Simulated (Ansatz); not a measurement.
**P2+ (doublet): B3LYP, wB97X-V over a scan of the distance P1–P2, 6-31G**

Aim: run P2+ (doublet) with these functionals over a scan of the distance P1–P2, and hold them against the top wave-function level at the same points.

Program: Ansatz 0.2.0, Gaussian basis. Level of theory: 6-31G, all electrons in the functionals. These are calculated values, not measurements.

To be run: B3LYP, wB97X-V, at 1.598 Å; 1.798 Å; 1.966 Å; 2.181 Å; 2.439 Å; 2.674 Å; 3.197 Å; 3.701 Å; 4.339 Å; 5.231 Å; 6.631 Å.

35 further runs of the same task are left out: 8 for a known fault of the program, 22 that didn't finish, 5 set aside as unsound or not needed. Runs told in other sessions of the task aren't counted.

## Step 1: What is computed

The geometry derives from a PBE0/def2-TZVP stationary point (not a proven minimum). One bond is set to the value named and the two fragments are kept rigid.

2 atoms, charge 1, spin multiplicity 2.

Atoms are counted from 1 here; the program's logs count them from 0.

Bond lengths: P1–P2 1.966 Å.

No dispersion term is added; wB97X-V holds VV10 nonlocal correlation. B3LYP takes the VWN-RPA correlation.

The geometry shown and the zero of energy belong to the point 1.966 Å. The yardstick, FCI, and other wave-function levels (R restricted, U unrestricted, valence and pair active spaces) come from earlier runs.

## Step 2: B3LYP, 1.598 Å

Input file in.yaml:

```yaml
crystal:
  periodic: [false, false, false]
  atoms:
    - {symbol: P, position_ang: [0.000000, 0.000000, 0.000000]}
    - {symbol: P, position_ang: [0.000000, 0.000000, 1.598000]}
basis:
  gaussian: {orbitals: 6-31G}
total_charge: 1
magnetization: {spin_polarized: true, initial_magnetization: 1}
hamiltonian: {xc: {name: B3LYP}}
```

On the command line:

```
$ ansatz run in.yaml --threads 1 --pin off --events-out ev --progress --plain --max-ram 2393MiB
```

Further steps of the session: B3LYP, 1.798 Å; B3LYP, 1.966 Å; B3LYP, 2.181 Å; B3LYP, 2.439 Å; B3LYP, 2.674 Å; B3LYP, 3.197 Å; B3LYP, 3.701 Å; B3LYP, 4.339 Å; B3LYP, 5.231 Å; B3LYP, 6.631 Å; wB97X-V, 1.598 Å; wB97X-V, 1.798 Å; wB97X-V, 1.966 Å; wB97X-V, 2.181 Å; wB97X-V, 2.439 Å; wB97X-V, 2.674 Å; wB97X-V, 3.197 Å; wB97X-V, 3.701 Å; wB97X-V, 4.339 Å; wB97X-V, 5.231 Å; wB97X-V, 6.631 Å.

Before running them: what should the planned runs give, taken together? Wanted: span of the FCI curve; largest miss, B3LYP; largest miss, wB97X-V.

As calculated:

```
             quantity                   value
span of the FCI curve            421.9 kJ/mol
  largest miss, B3LYP  -42.2 kJ/mol (1.598 Å)
largest miss, wB97X-V  -51.9 kJ/mol (1.598 Å)
```

What this shows: Of the functionals, B3LYP keep the smallest largest miss at the points compared (at most 42.2 kJ/mol) and wB97X-V strays most (51.9 kJ/mol, at 1.598 Å). B3LYP, wB97X-V clearly break the spin symmetry at some points (⟨S²⟩ up to 2.00 above the pure value), so energy there is bought with a mixed spin. Functionals and the yardstick converge differently with the basis, so part of each miss in 6-31G is the basis.
